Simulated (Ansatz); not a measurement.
System: 1T (CdI2-type) HfS₂. Method: PBEsol (PAW; Ansatz, an electronic-structure program).

Settings: plane-wave cutoff 520 eV, 12×12×6 k mesh (along the axes of the cell as run), Fermi–Dirac smearing 0.01 eV, scalar-relativistic PAW data made under PBE.

Cell (relaxed at this level):

```
CELL_PARAMETERS angstrom
      1.79612    -3.11096     0.00000
      1.79612     3.11096     0.00000
      0.00000     0.00000     5.94101
ATOMIC_POSITIONS crystal
  Hf 0.00000 0.00000 0.00000
  S  0.33333 0.66667 0.24397
  S  0.66667 0.33333 0.75603
```

### Question
Estimate the bulk modulus, band gap, smallest direct gap on the k points sampled and Γ–Γ gap that the calculation returns.

### Answer

- bulk modulus = 15.2 GPa
- band gap = 0.92 eV
- smallest direct gap on the k points sampled = 1.79 eV
- Γ–Γ gap = 1.94 eV

Measured, for comparison: band gap 1.8 eV (temperature not stated, no zero-point or thermal correction, fundamental, indirect, our sources range from 1.80 to 1.96; as tabulated in Rybak et al. (2022), arXiv:2210.12074).

Note: the cell comes from a level without a dispersion term, which matters for the spacing of layers, chains or molecules; the bulk modulus comes from volumes at which shape and atoms were relaxed; the cell has widely spaced layers and the level no dispersion term, so their spacing and the moduli can rest on weak binding.

Spin–orbit coupling is not included.
